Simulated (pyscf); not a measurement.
Homolytic dissociation enthalpies at 298 K of Se–Zn, S–Zn bonds in 8 gas-phase molecules, in eV. Single points on ωB97X-D3(BJ)/def2-SVP structures (PySCF, gas phase). Correlated levels are frozen-core, on RHF or UHF. ΔMP2 is the change of the MP2 total energy from the triple- to the quadruple-zeta basis. Both columns use the same structures and thermal terms. Rows were drawn at random from the closed-shell molecules with such a bond whose radicals are computed, keep their shape and have no isomer in the data more than 5 kcal/mol lower.

```json
[
 {"row": "1", "molecule": "HS–Zn–SeH", "radicals": "[HS–Zn]• + SeH•", "r²SCAN/def2-TZVP": "3.30", "CCSD(T)/def2-TZVPP + ΔMP2(QZVPP)": "?"},
 {"row": "2", "molecule": "H₃C–Zn–SH", "radicals": "[H₃C–Zn]• + SH•", "r²SCAN/def2-TZVP": "3.66", "CCSD(T)/def2-TZVPP + ΔMP2(QZVPP)": "3.84"},
 {"row": "3", "molecule": "Cl–Zn–SeH", "radicals": "[Cl–Zn]• + SeH•", "r²SCAN/def2-TZVP": "3.27", "CCSD(T)/def2-TZVPP + ΔMP2(QZVPP)": "3.49"},
 {"row": "4", "molecule": "HS–Zn–SH", "radicals": "SH• + [HS–Zn]•", "r²SCAN/def2-TZVP": "3.53", "CCSD(T)/def2-TZVPP + ΔMP2(QZVPP)": "3.72"},
 {"row": "5", "molecule": "H₂N–Zn–SH", "radicals": "[H₂N–Zn]• + SH•", "r²SCAN/def2-TZVP": "3.63", "CCSD(T)/def2-TZVPP + ΔMP2(QZVPP)": "3.85"},
 {"row": "6", "molecule": "HS–Zn–Cl", "radicals": "SH• + [Cl–Zn]•", "r²SCAN/def2-TZVP": "3.50", "CCSD(T)/def2-TZVPP + ΔMP2(QZVPP)": "3.69"},
 {"row": "7", "molecule": "HS–ZnH", "radicals": "SH• + ZnH•", "r²SCAN/def2-TZVP": "3.64", "CCSD(T)/def2-TZVPP + ΔMP2(QZVPP)": "3.83"},
 {"row": "8", "molecule": "HO–Zn–SH", "radicals": "[HO–Zn]• + SH•", "r²SCAN/def2-TZVP": "3.56", "CCSD(T)/def2-TZVPP + ΔMP2(QZVPP)": "3.75"}
]
```

Fit a line that carries the r²SCAN values to the last column and predict row 1.

In the 7 complete rows the last column lies 0.18 to 0.22 eV from r²SCAN (mean 0.20, median 0.19). Least squares gives y = 0.41 + 0.94·x with residuals of 0.01 eV (root mean square). For row 1: 0.41 + 0.94 × 3.30 = 3.51 eV. The computed value is 3.52 eV, 0.01 over the line. The CCSD(T) − MP2 part came from Ansatz, without density fitting, on the same reference. The frozen core leaves the outer d or s,p core shells of the metals and heavy elements correlated in the MP2 and CC values, and def2-TZVPP describes them poorly, which can shift differences by a few kcal/mol. Left out: the spin-orbit lowering of SH, SeH, which is large for Br, Se, Te and I. The term symbol of open-shell Cl–Zn was not checked; spin-orbit terms are left out. Elements up to Kr have no core potential and no relativistic terms here.
